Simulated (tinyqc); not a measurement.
Worked calculation (part 2 of 2): RKS/LDA (VWN5) in the sto-3g basis, for H2F+, spin multiplicity 1. Computed by tinyqc, a small Python program that keeps every step (integrals from PySCF). Command: `OMP_NUM_THREADS=1 python tinyqc.py 28516 28517 out.jsonl` (the two numbers bound the seeds that draw the settings). One thread of a shared host (Intel(R) Xeon(R) Processor @ 2.60GHz), about 0.7 s of CPU time with the checks.

Geometry (angstrom):
```
atom,x,y,z
F,0.0000,0.0000,0.0000
H,0.0000,1.0570,0.8620
H,0.0000,-1.0570,0.8620
```

## Populations, bond orders and dipole

D after iteration 9:
```
,1F 1s,1F 2s,1F 2px,1F 2py,1F 2pz,2H 1s,3H 1s
1F 1s,2.1183,-0.4988,0.0000,0.0000,0.0527,-0.0032,-0.0032
1F 2s,-0.4988,2.1150,0.0000,0.0000,-0.2725,-0.0420,-0.0420
1F 2px,0.0000,0.0000,2.0000,0.0000,0.0000,0.0000,0.0000
1F 2py,0.0000,0.0000,0.0000,1.2200,0.0000,0.5531,-0.5531
1F 2pz,0.0527,-0.2725,0.0000,0.0000,1.3409,0.5200,0.5200
2H 1s,-0.0032,-0.0420,0.0000,0.5531,0.5200,0.4544,-0.0471
3H 1s,-0.0032,-0.0420,0.0000,-0.5531,0.5200,-0.0471,0.4544
```

overlap S:
```
,1F 1s,1F 2s,1F 2px,1F 2py,1F 2pz,2H 1s,3H 1s
1F 1s,1.0000,0.2380,0.0000,0.0000,0.0000,0.0173,0.0173
1F 2s,0.2380,1.0000,0.0000,0.0000,0.0000,0.2111,0.2111
1F 2px,0.0000,0.0000,1.0000,0.0000,0.0000,0.0000,0.0000
1F 2py,0.0000,0.0000,0.0000,1.0000,0.0000,0.1482,-0.1482
1F 2pz,0.0000,0.0000,0.0000,0.0000,1.0000,0.1209,0.1209
2H 1s,0.0173,0.2111,0.0000,0.1482,0.1209,1.0000,0.0986
3H 1s,0.0173,0.2111,0.0000,-0.1482,0.1209,0.0986,1.0000
```

Mulliken: Z minus the diagonal of D S on the atom; Loewdin: the same with S^(1/2) D S^(1/2); Mayer order: 2 sum_s sum (D(s) S)_ij (D(s) S)_ji over the two atoms.

Charges (e):
```
atom,Mulliken,Loewdin
1F,0.1713,0.2150
2H,0.4143,0.3925
3H,0.4143,0.3925
```

Mayer bond orders:
```
pair,order
2-1,0.8274
3-1,0.8274
3-2,0.0009
```

dipole moment about the origin, x y z (debye): 0.0000  0.0000  3.8086
